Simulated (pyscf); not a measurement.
# Routes from `[NH2][Ga]` [singlet] + `[H][H]`

Candidate steps break at most two bonds and form at most two. Each was searched with GFN2-xTB (tblite) first. Single points on ωB97X-D3(BJ)/def2-SVP structures (PySCF, gas phase). Energies: ωB97M-D3(BJ)/def2-TZVP, kcal/mol, from the separated reactants, singlet surface; ΔG‡ with ideal gas, 1 atm, RRHO with modes under 100 cm⁻¹ raised to 100, one conformer, R ln 2 for chiral ones without a mode under 150 cm⁻¹.

```json
[
 {"products": "GaH [singlet] + NH₃", "type": "four-centre exchange", "ΔE‡": "28.6", "ΔE": "+14.0", "ΔG‡ 298 K": "36.5", "ΔG‡ 900 K": "52.5", "ν‡ (cm⁻¹)": "1518i"},
 {"products": "H₂N–GaH₂", "type": "insertion", "ΔE‡": "58.4", "ΔE": "-12.6", "ΔG‡ 298 K": "65.9", "ΔG‡ 900 K": "82.6", "ν‡ (cm⁻¹)": "1507i"}
]
```

Row 1: On the product side the descent ends in a bound adduct, 13.7 kcal/mol under the separated species and 26.4 kcal/mol under the saddle at ωB97X-D3(BJ)/def2-TZVP. 

Plain bond fissions and candidates not yet searched are not listed, and one of them may be faster. Each barrier is that of the saddle found; lower ones may exist. Elements up to Kr have no core potential and no relativistic terms here.
